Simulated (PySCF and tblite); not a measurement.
Values are calculated unless marked as measured or tabulated.
C4H4O2, numbered as in [O:1]=[C:2]=[CH:3][CH2:4][CH:5]=[O:6].

First level. The ensemble was built from 90 distance-geometry starts (ETKDG and KDG, MMFF94s, GFN2-xTB) and rests on PBE0-D3(BJ)/def2-SVP geometries. Energies: PBE0-D3(BJ)/pcSseg-1, with GFN2-xTB thermal terms (modes under about 200 cm⁻¹ blended into free rotors). Symmetry numbers and mirror images are counted. Conformers within 2.5 kcal/mol (GFN2-xTB free energy) were kept, 6 at most. GIAO shieldings: PBE0/pcSseg-1. Shifts are against TMS (¹H), TMS (¹³C) at the same level. Run with PySCF (density fitting) and tblite.

It gives, at 298.15 K, with 2 conformers (largest weight 77 %): ¹H: 9.59 (H5, 1H), 3.72 (H3, 1H), 3.22 (H4, 2H) ppm. ¹³C: 201.4 (C2), 198.1 (C5), 38.6 (C4), 6.1 (C3) ppm.

Second level: PBE0-D3(BJ)/def2-SVP geometries, energies BHandHLYP-D3(BJ)/def2-TZVP, shieldings B97-2/pcSseg-1, on up to 4 of the same conformers.

**Question.** How do the averaged shifts change?

**Answer.** 
| signal | first | second | change (ppm) |
| --- | --- | --- | --- |
| H3 | 3.72 | 3.26 | -0.46 |
| H4 | 3.22 | 2.91 | -0.31 |
| H5 | 9.59 | 9.50 | -0.09 |
| C2 | 201.4 | 197.2 | -4.2 |
| C3 | 6.1 | 8.2 | 2.0 |
| C4 | 38.6 | 37.5 | -1.0 |
| C5 | 198.1 | 195.9 | -2.2 |

The largest weight becomes 59 %.

Shifts are unscaled: against experiment ¹³C can be off by 15 ppm or more and ¹H by 0.8 ppm.
